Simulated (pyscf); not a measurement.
Structures and frequencies: ωB97X-D3(BJ)/def2-SVP in PySCF.

### Question
PBE/def2-TZVP puts the barrier of `[F][Mo]([F])([F])([F])([F])[O][SiH3]` + `[H][H]` → `[F][MoH]([F])([F])([F])[F]` + `[OH][SiH3]` (four-centre exchange; singlet surface; Mo–O, H–H broken, H–Mo, H–O formed) at 41.2 kcal/mol and the reaction energy at +29.6 kcal/mol, from the separated reactants. What do r²SCAN/def2-TZVP, PBE0-D3(BJ)/def2-TZVP, ωB97M-D3(BJ)/def2-TZVP give on the same structures?

### Answer
r²SCAN: ΔE‡ = 40.9 kcal/mol, ΔE = +32.4 kcal/mol; PBE0-D3(BJ): ΔE‡ = 41.1 kcal/mol, ΔE = +27.6 kcal/mol; ωB97M-D3(BJ): ΔE‡ = 43.8 kcal/mol, ΔE = +24.9 kcal/mol. PBE's barrier lies among them. Its reaction energy lies among theirs. On the product side the descent ends in an adduct with a Mo–O contact, 14.1 kcal/mol under the separated species and 30.2 kcal/mol under the saddle at ωB97X-D3(BJ)/def2-TZVP. What is counted as broken (Mo–O) persists as a longer contact in the product adduct; parting that adduct is a step of its own. At the saddle there is also a short H–Mo contact that neither side keeps. This is the saddle that the search found; another between the same sides may lie lower. Elements past Kr carry the def2 core potentials, without spin-orbit coupling.
